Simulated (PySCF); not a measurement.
NO, multiplicity 2. Atoms are numbered in the order given.

```xyz
2

N      0.0000     0.0000    -0.6107
O      0.0000     0.0000     0.5343
```
Charge 0, spin multiplicity 2.

Coordinates come from a B3LYP-D3(BJ)/def2-TZVPD optimisation.

Level of theory: M06-2X/def2-TZVPD (PySCF).

Mulliken values depend strongly on the basis, most of all with diffuse functions as here. ESP charges are fitted to the potential on shells at 1.4 to 2.0 van der Waals radii. Atomic charges (e):

| atom | ESP fit | Mulliken | Mulliken spin |
|---|---|---|---|
| N1 | [?] | 0.17 | 0.71 |
| O2 | [?] | -0.17 | 0.29 |

Some entries are withheld; supply them. (An estimate is asked for; the answer gives what the named calculation found.)


- N1, ESP fit: -0.02
- O2, ESP fit: 0.02
